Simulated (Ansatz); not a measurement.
Two structures of C2H5Si, doublet, reached by relaxing down either side of one saddle point (PBE0-D4/def2-TZVP). Energies are electronic, without zero-point energy. Computed with Ansatz 0.2.0 (basis: def2-TZVPP and def2-QZVPP); correlated methods freeze the cores; orbitals are unrestricted. Extrapolation: Hartree–Fock as exp(−7.88 √X), correlation as X^−2.97. First:

| atom | x (Å) | y (Å) | z (Å) |
| --- | --- | --- | --- |
| H1 | 0.7265 | 0.9876 | -1.2076 |
| C2 | 0.0338 | 0.2871 | -0.7240 |
| C3 | -0.9553 | -0.2168 | -1.4050 |
| Si4 | 0.3257 | -0.1403 | 1.0717 |
| H5 | -1.3733 | -0.1737 | -2.4020 |
| H6 | 0.2771 | 1.0954 | 1.8988 |
| H7 | -0.7102 | -1.0954 | 1.5342 |
| H8 | 1.6758 | -0.7438 | 1.2341 |

Second:

```
8
angstrom
H 2.0203 1.8818 -0.8999
C -0.6092 -0.2629 -0.5552
C -1.1225 -0.2544 -1.6462
Si 0.1659 -0.2764 1.0951
H -1.5763 -0.2469 -2.6108
H 0.1466 1.0958 1.6577
H -0.5924 -1.1903 1.9840
H 1.5675 -0.7467 0.9753
```

Q: Which bonds change from the first to the second?

A: C₂H₅Si ([CH][CH][SiH3]) → C₂H₄Si (C#C[SiH3]) + H; bonds broken: H1–C2.

Q: Give the saddle point's structure and its height above each. (An estimate is asked for; the value comes from the calculation.)

A: By the calculation: 154.7 kJ/mol above the first and 16.3 kJ/mol above the second (CCSD(T) at an estimated basis limit (MP2 extrapolated from triple and quadruple zeta, plus CCSD(T) − MP2 in triple zeta)).
```
8
angstrom
H 1.1534 1.1953 -0.8006
C -0.3826 -0.0683 -0.6128
C -0.9688 -0.1308 -1.6726
Si 0.2821 -0.1855 1.0885
H -1.4416 -0.1438 -2.6283
H 0.2483 1.1533 1.7226
H -0.5643 -1.1275 1.8658
H 1.6735 -0.6926 1.0374
```

The search had been set up for a hydrogen abstraction (forming H1–Si4, breaking H1–C2); from that guess it ended on this step instead.

T1 diagnostic: at most 0.034. ⟨S²⟩ of the unrestricted Hartree–Fock references: 0.75 to 0.92 (a pure state has 0.75). The unrestricted reference is spin-contaminated, which hurts MP2 most.

Labels in which every atom is bracketed show which atoms are joined, not bond orders.

For scale, one of the runs: CCSD(T)/def2-TZVPP, 174 basis functions (an equivalent command: `ansatz run in.yaml --threads 2`). Time: 86 s of wall clock on 2 CPU threads; the host was shared. Peak host memory: 3.6 GiB.
